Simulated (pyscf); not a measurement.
## Four-centre exchange: H₂N–B(NH₂)–Cl + H₂ -> H₂N–BH–NH₂ + HCl

Gas phase, singlet surface, charge 0. Bonds broken: B1–Cl2, H9–H10. Bonds formed: B1–H9, Cl2–H10. Structures and frequencies: ωB97X-D3(BJ)/def2-SVP in PySCF.

Transition state (Å):

```xyz
10

B     -0.6061     0.1904    -0.2087
Cl    -2.2305    -0.0119     1.4070
N      0.1363    -0.9950    -0.4450
N     -1.1788     1.0454    -1.1869
H      0.6292    -1.4513     0.3118
H     -0.2415    -1.6623    -1.1082
H     -1.0354     0.8390    -2.1667
H     -2.0302     1.5547    -0.9917
H      0.1034     0.8807     0.7855
H     -0.6858     0.6464     1.2125
```

One imaginary mode, 889i cm⁻¹; descent along it reached the two sides named.

```json
[
 {"bond": "B1–Cl2", "change": "breaks", "reactant side (Å)": "1.801", "saddle": "2.300", "product side": "3.5"},
 {"bond": "H9–H10", "change": "breaks", "reactant side (Å)": "0.760", "saddle": "0.927", "product side": "1.902"},
 {"bond": "B1–H9", "change": "forms", "reactant side (Å)": "4.0", "saddle": "1.403", "product side": "1.219"},
 {"bond": "Cl2–H10", "change": "forms", "reactant side (Å)": "2.9", "saddle": "1.690", "product side": "1.289"}
]
```

Electronic energies relative to the separated reactants (kJ/mol):

```
level                   barrier  reaction energy  reverse barrier
----------------------  -------  ---------------  ---------------
ωB97X-D3(BJ)/def2-TZVP    212.8            +70.6            142.2
PBE/def2-TZVP             179.5            +64.6            114.9
r²SCAN/def2-TZVP          191.0            +72.7            118.3
B3LYP-D3(BJ)/def2-TZVP    202.1            +66.0            136.1
PBE0-D3(BJ)/def2-TZVP     190.3            +67.7            122.6
M06-2X/def2-TZVP          213.7            +72.8            140.9
ωB97M-D3(BJ)/def2-TZVP    207.0            +65.7            141.4
HF/def2-TZVP              266.2            +54.5            211.7
```

With ωB97M-D3(BJ)/def2-TZVP energies and thermal terms (ideal gas, 1 atm, RRHO with modes under 100 cm⁻¹ raised to 100, one conformer, R ln 2 for chiral ones without a mode under 150 cm⁻¹), in kJ/mol:

| T (K) | ΔH‡ | ΔG‡ | ΔH | ΔG |
|---|---|---|---|---|
| 298 | 214.3 | 245.6 | +74.7 | +67.9 |
| 600 | 209.7 | 279.3 | +70.8 | +62.6 |
| 900 | 208.1 | 314.5 | +68.1 | +59.1 |
| 1200 | 208.2 | 350.0 | +66.6 | +56.4 |

This is the saddle that the search found; another between the same sides may lie lower.
